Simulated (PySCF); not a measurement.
Species: thiirane, C₂H₄S.
Atom-mapped SMILES: `[CH2:1]1[CH2:2][S:3]1` (hydrogens: H4, H5 on C1; H6, H7 on C2)

The same species was optimised twice, with GFN2-xTB and with PBE0-D3(BJ)/def2-SVP (PySCF), and the same property calculations (PySCF, gas phase) were run on both structures.

```csv
coordinate,GFN2-xTB,PBE0-D3(BJ)/def2-SVP,change
C1–H5 (Å),1.082,1.095,+0.013
C1–H4 (Å),1.082,1.095,+0.013
C2–H6 (Å),1.082,1.095,+0.013
C2–H7 (Å),1.082,1.095,+0.013
C1–S3 (Å),1.799,1.808,+0.009
C2–S3 (Å),1.800,1.808,+0.008
C1–C2 (Å),1.480,1.479,-0.001
S3–C1–H5 (°),115.0,115.7,+0.7
S3–C2–H7 (°),115.0,115.7,+0.7
S3–C2–H6 (°),115.1,115.7,+0.6
S3–C1–H4 (°),115.1,115.7,+0.6
C2–C1–H5 (°),118.8,118.3,-0.5
C1–C2–H6 (°),118.7,118.3,-0.4
C1–C2–H7 (°),118.7,118.3,-0.4
C2–C1–H4 (°),118.7,118.3,-0.4
```

Rotational constants: A = 22079, B = 11065, C = 8166 MHz (GFN2-xTB) against A = 22036, B = 10891, C = 8084 MHz (PBE0-D3(BJ)/def2-SVP). Point groups within 0.08 Å: C2v and C2v.

On the GFN2-xTB structure: HOMO (eV) -6.54 [PBE0/pcSseg-1]; LUMO (eV) 0.41 [PBE0/pcSseg-1]; dipole (D) 1.99 [PBE0/pcSseg-1]; GIAO shielding of C1/C2 (mean) (ppm) 167.6 [PBE0/pcSseg-1]; GIAO shielding of S3 (ppm) 776.6 [PBE0/pcSseg-1].

Q: What do these properties become on the PBE0-D3(BJ)/def2-SVP structure?

A: 
```
                                    property          level  on GFN2-xTB  on PBE0-D3(BJ)/def2-SVP  change
                                   HOMO (eV)  PBE0/pcSseg-1        -6.54                    -6.56   -0.02
                                   LUMO (eV)  PBE0/pcSseg-1         0.41                     0.35   -0.06
                                  dipole (D)  PBE0/pcSseg-1         1.99                     2.01   +0.02
energy, GFN2-xTB geometry as zero (kcal/mol)  PBE0/pcSseg-1          0.0                     -0.1    -0.1
        GIAO shielding of C1/C2 (mean) (ppm)  PBE0/pcSseg-1        167.6                    164.5    -3.1
                  GIAO shielding of S3 (ppm)  PBE0/pcSseg-1        776.6                    770.5    -6.1
```

The heavy atoms differ by 0.004 Å rms after alignment. Among all bonds C1–H4, C1–H5, C2–H6 and C2–H7 change most and about equally (+0.013 Å). Changes are differences of the printed values. Neither structure is proved a minimum here.
